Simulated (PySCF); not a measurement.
## How the method changes the constants of NaSi⁺

State: ³Π (triplet), unpaired electrons σ ↑, π ↑. Set-up: Na pcseg-2, Si pcseg-2; no relativity (PySCF 2.14). De refers to Na⁺ + Si in their high-spin ground configurations, without counterpoise correction. The functionals are run spin-unrestricted. A positive dipole points towards Si; it is taken about the centre of mass and depends on that origin.

```tsv
Level	Re (Å)	ωe (cm⁻¹)	De (eV)	μ (D)
UHF	3.181	151	0.430	-6.00
UHF-MP2	3.113	160	0.468	n/a
UHF-SCS-MP2	3.119	159	0.461	n/a
UHF-CCSD	3.097	163	0.476	n/a
UHF-CCSD(T)	3.092	164	0.481	n/a
PBE	3.148	146	0.55	-5.31
revPBE	3.190	142	0.52	-5.47
r²SCAN	3.147	150	0.485	-5.68
PBE0	3.126	153	0.52	-5.50
B97-3	3.133	154	0.461	-5.66
M06-2X	3.079	160	0.52	-5.44
```

(1) Which functional lies closest to UHF-CCSD(T) in De, which farthest, and by how much do they differ from it?

(2) What does a quarter of exact exchange do here, going from PBE to PBE0?

(3) What does the step from GGA to meta-GGA do here, going from PBE to r²SCAN?

Correlated steps freeze 6 core orbitals. For an ion De counts to the pair picked by the measured ionisation energies or electron affinities, which need not be the lowest pair at this level. The state was picked by a PBE0 search and need not be the measured ground state.

Results:

(1) Closest is r²SCAN (+5.5 pm in Re, -8.5 % in ωe, +0.00 eV in De against UHF-CCSD(T) in the same basis), farthest PBE (+5.6 pm in Re, -11.0 % in ωe, +0.07 eV in De). CCSD(T) converges more slowly with the basis than the functionals do and binds too weakly in this one, so the order can change at the basis-set limit.

(2) PBE0 less PBE: -2.2 pm in Re, +4.8 % in ωe, -0.03 eV in De. Exact exchange removes part of the self-interaction that spreads semilocal densities, and in most molecules shortens and stiffens the bond and lowers De; so it does here.

(3) r²SCAN less PBE: -0.1 pm in Re, +2.7 % in ωe, -0.07 eV in De.
